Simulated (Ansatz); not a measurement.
HBeP, singlet: reading a ladder of total energies

Geometry: displaced at random from a stationary point.

```xyz
3

P    -0.0154   -0.0090   -1.7851
Be   -0.0163   -0.0252    0.2450
H     0.0317    0.0342    1.5401
```

Basis 6-31G; Ansatz 0.2.0. Correlated methods freeze the noble-gas cores, which leaves 8 electrons in 18 orbitals. R marks a restricted (for open shells ROHF) determinant.

Full CI is exact within this basis and frozen core; it isn't the basis-set limit.

RCCSD has a T1 diagnostic of 0.016 and a largest doubles amplitude of 0.32.

Runs differ by some tens of microhartree through their thresholds, so steps under 0.03 kcal/mol mean nothing.

```tsv
level	total energy (hartree)
RHF	-355.824983
RMP2	-355.881317
RCCSD	-355.903615
RCCSD(T)	-355.906527
RCCSDT*	-355.910154
RCCSDT(Q)*	-355.910908
RCCSDTQ*	-355.910760
full CI	-355.910770
```

Task: What is the correlation energy at full CI, and what share of it do RMP2 and RCCSDT recover?

Result: E(corr) = -355.910770 − (-355.824983) = -0.085787 hartree = -2.334 eV. RMP2: -0.056334 / -0.085787 = 65.67 %. RCCSDT: -0.085171 / -0.085787 = 99.28 %.

Task: By how many kcal/mol does RCCSD(T) miss full CI (1 hartree = 627.509 kcal/mol), and which steps make up the rest?

Result: -355.906527 − (-355.910770) = 0.004243 hartree = 2.66 kcal/mol. Steps: RCCSDT − RCCSD(T) = -2.28, RCCSDT(Q) − RCCSDT = -0.47, RCCSDTQ − RCCSDT(Q) = 0.09, full CI − RCCSDTQ = -0.01 kcal/mol. With more than one leading determinant such errors change with state and geometry, and needn't cancel in differences.

An asterisk marks runs whose energy the program itself flagged as in doubt.
